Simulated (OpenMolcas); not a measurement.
## BF (SMILES [B]F): methods side by side

The species is BF (2 atoms), meant as a singlet with charge 0. SMILES: `[B]F`. The coordinates come from a PBE0-D4/def2-TZVP relaxation.

```xyz
2

B     0.0000    0.0000   -0.0094
F     0.0000    0.0000    1.2537
```

Each level gives the vertical energy of the triplet above the singlet (eV). The values are calculated.

```tsv
level	kind	program	value (eV)	less FCI/STO-3G	CPU time (all runs)
HF/STO-3G	Hartree–Fock	OpenMolcas	2.49	-0.94	3.2 s
SVWN5/STO-3G	LDA	OpenMolcas	-29.34	-32.77	7 s
PBE/STO-3G	GGA	OpenMolcas	3.46	+0.03	7.3 s
r2SCAN/STO-3G	meta-GGA	OpenMolcas	3.21	-0.22	15 s
B3LYP/STO-3G	global hybrid	OpenMolcas	3.51	+0.08	7.8 s
PBE0/STO-3G	global hybrid	OpenMolcas	3.31	-0.12	7 s
CASSCF(2,2)/STO-3G	multireference	OpenMolcas	2.95	-0.48	3.2 s
MRCI(2,2)/STO-3G	multireference	OpenMolcas	3.39	-0.04	3.4 s
FCI/STO-3G, open shells restricted	exact in the basis	OpenMolcas	3.43	0.00	3.9 s
```

FCI/STO-3G, open shells restricted is exact within its basis and frozen core, so for wave-function methods in that basis the difference is their error; functionals converge differently with the basis, so for them it is only a difference. The values span -29.34 to 3.51 eV. Spin contamination of the reference (⟨S²⟩ at least 0.1 too high) touches SVWN5/STO-3G. All rows use very small basis sets, so even the best lies far from the true value. Times are those of the runs behind each value, whatever else they computed, on shared processors of several kinds: orders of magnitude only.
